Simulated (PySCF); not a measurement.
Molecule: `O=C(O)C(F)F`, C2H2F2O2.

Geometry (Å), atoms numbered from 1 in this order:
```xyz
8

O    -0.2773    1.6939   -0.0900
C     0.1904    0.5937   -0.0594
O     1.4783    0.3032   -0.2136
C    -0.6558   -0.6735    0.0924
F    -1.7739   -0.3740    0.7614
F     0.0196   -1.6234    0.7602
H     1.9449    1.1442   -0.3443
H    -0.9263   -1.0640   -0.9068
```

Geometry PBE0-D3(BJ)/def2-SVP throughout; GIAO in PySCF 2.14.0 with density-fitted response routines, gas phase, one conformer, non-relativistic; equivalent atoms averaged; basis pcSseg-2.

For orientation, WP04 gives these absolute shieldings σ: O1 -111.5, O3 117.5, C2 -1.0, C4 56.1, F5/F6 316.1, H7 25.14, H8 25.70 ppm.

A run gave: O1 -108.5, O3 109.4, C2 4.6, C4 58.9, F5/F6 301.7, H7 24.50, H8 24.50 ppm (absolute shieldings σ).

**Question.** Which functional was used in that run?
A. CAM-B3LYP
B. LDA
C. BLYP
D. KT3

**Answer.** B. H8 tells them apart best: LDA gives 24.50, CAM-B3LYP gives 25.40, KT3 gives 25.27, BLYP gives 25.17 ppm.
